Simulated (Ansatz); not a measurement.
The input, for Ansatz 0.2.0:

```yaml
crystal:
  periodic: [false, false, false]
  atoms:
    - {symbol: B, position_ang: [-1.569885, 0.030718, 0.000000]}
    - {symbol: H, position_ang: [-2.166618, 1.064290, 0.000000]}
    - {symbol: H, position_ang: [-2.166619, -1.002853, 0.000000]}
    - {symbol: H, position_ang: [-0.376420, 0.030718, 0.000000]}
    - {symbol: O, position_ang: [1.262115, 0.030718, 0.000000]}
    - {symbol: H, position_ang: [1.513974, -0.909232, 0.000000]}
basis:
  gaussian: {orbitals: STO-3G, fitting: {mean_field: def2-universal-jkfit}}
magnetization: {spin_polarized: false, initial_magnetization: 1}
correlation: {method: ccsd_t, electrons: all}
output: {forces: true}
```

```sh
$ ansatz run in.yaml --threads 1 --pin off --events-out ev --progress --plain --max-ram 2393MiB
```

The program prints:

```
224 factors; integrals over basis functions are off by at most 5.1e-3 eV
mean field evaluation 1: about -2726.9178 eV, gradient 2.4e1 eV
mean field evaluation 2: about -2731.7979 eV, gradient 1.1e1 eV
mean field evaluation 4: about -2732.4734 eV, gradient 7.3e-1 eV
mean field evaluation 8: about -2726.9274 eV, gradient 2.4e1 eV
mean field evaluation 16: about -2732.3126 eV, gradient 1.8e-1 eV
mean field evaluation 32: about -2732.4714 eV, gradient 8.9e-1 eV
mean field evaluation 64: about -2726.5333 eV, gradient 5.9e-2 eV
mean field -2732.48060257 eV, -100.4168100024 hartree, gradient 5.4e-7 eV, S^2 0.750000; 7 other end points of the search recorded, 0 dependent functions left out
mean field evaluation 96: about -2732.5012 eV, gradient 3.1e-1 eV
determinant -2732.48060257 eV, -100.4168100024 hartree, with singles and doubles -2734.70137733 eV, -100.4984219698 hartree
determinant -2732.29709283 eV, -100.4100661439 hartree, with singles and doubles -2734.49123257 eV, -100.4906992923 hartree
determinant -2732.48060257 eV, -100.4168100024 hartree, with singles and doubles -2734.70143953 eV, -100.4984242556 hartree
determinant -2732.29709283 eV, -100.4100661439 hartree, with singles and doubles -2734.49145433 eV, -100.4907074417 hartree
reference -2732.48060257 eV, -100.4168100024 hartree; 9, 8 occupied and 5, 6 virtual orbitals, 224 factors
second order -1.49878028 eV of doubles, -0.01767969 eV of singles
cycle   1  -2.22083286 eV  change    4.1e-6 eV  update   2.8e-6
cycle   2  -2.22083041 eV  change    2.5e-6 eV  update   1.9e-6
cycle   3  -2.22082796 eV  change    2.5e-6 eV  update   1.3e-6
cycle   4  -2.22082896 eV  change   -1.0e-6 eV  update   5.4e-7
cycle   5  -2.22082908 eV  change   -1.2e-7 eV  update   2.1e-7
cycle   6  -2.22082895 eV  change    1.3e-7 eV  update   1.1e-7
cycle   7  -2.22082898 eV  change   -3.4e-8 eV  update   6.5e-8
perturbative correction -0.00840400 eV, -0.0003088414 hartree
the calculation of the forces begins
Total energy: -2734.70983555 eV, -100.4987328036 hartree
Atom 0 at    -1.569885     0.030718     0.000000 Å, force    -0.465516    -0.057591     0.000000 eV/Å
Atom 1 at    -2.166618     1.064290     0.000000 Å, force     0.122147    -0.280763     0.000000 eV/Å
Atom 2 at    -2.166619    -1.002853     0.000000 Å, force     0.093657     0.265770     0.000000 eV/Å
Atom 3 at    -0.376420     0.030718     0.000000 Å, force    -0.964721     0.055835    -0.000000 eV/Å
Atom 4 at     1.262115     0.030718     0.000000 Å, force     0.206386     4.150346     0.000000 eV/Å
Atom 5 at     1.513974    -0.909232     0.000000 Å, force     1.008047    -4.133598    -0.000000 eV/Å
Dipole moment:     0.096161    -0.230834    -0.000000 e Å
```

Forces (eV/Å):
```
B   -0.466 -0.058  0.000
H    0.122 -0.281  0.000
H    0.094  0.266  0.000
H   -0.965  0.056  0.000
O    0.206  4.150  0.000
H    1.008 -4.134  0.000
```

Ran on 1 thread of Arm Neoverse N1, shared host: 1.2 s wall, 0.08 GiB peak host memory.
